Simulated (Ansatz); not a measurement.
How far each method lies from UCCSDT(Q) for B–B–SH, quartet

Geometry: displaced at random from a stationary point.

```xyz
4

B     0.0844    0.0449    2.2806
B    -0.0805    0.0584    0.7705
S    -0.0038   -0.0726   -0.9915
H     0.0793    1.2030   -1.1832
```

Basis cc-pVDZ; Ansatz 0.2.0. Only valence electrons are correlated (noble-gas cores frozen), which leaves 13 electrons in 44 orbitals. R marks a restricted (for open shells ROHF) determinant, U an unrestricted one.

Full CI isn't at hand for all of this; UCCSDT(Q) serves as the reference, and is uncertain by the last step of the cluster series or more. The frozen core follows each run's orbitals, which can shift R against U totals by a few meV.

For open shells CISD is restricted-active-space CI with the open shells as a complete middle space.

- UHF ⟨S²⟩: 3.755
- T1 diagnostic (RCCSD): 0.0225
- largest doubles amplitude (RCCSD): 0.068
- T1 diagnostic (UCCSD): 0.0212

```csv
level,E − E(UCCSDT(Q)) (meV),share of correlation (%),wall time
RHF,7605,0.00,–
UHF,7563,0.55,–
RMP2,1254,83.51,–
UMP2,1262,83.41,–
CISD,962,87.35,14 s
RCCSD,319,95.80,–
UCCSD,318,95.82,–
RCCSD(T),57,99.26,6.5 s
UCCSD(T),56,99.26,6 s
BCCD(T),56,99.26,2.4 s
RCCSDT,19,99.75,–
UCCSDT,19,99.76,–
RCCSDT(Q),2,99.98,2.2 min
```

The correlation energy at UCCSDT(Q), counted from RHF, is -7.605 eV. That run took 1.9 min on 1 thread of Arm Neoverse V1, shared host.

Times hold each run's SCF and search for its determinant on a shared host, so for small cases they say little of a method's own cost; they ran on 1 thread of Arm Neoverse V1. Some runs computed forces too.
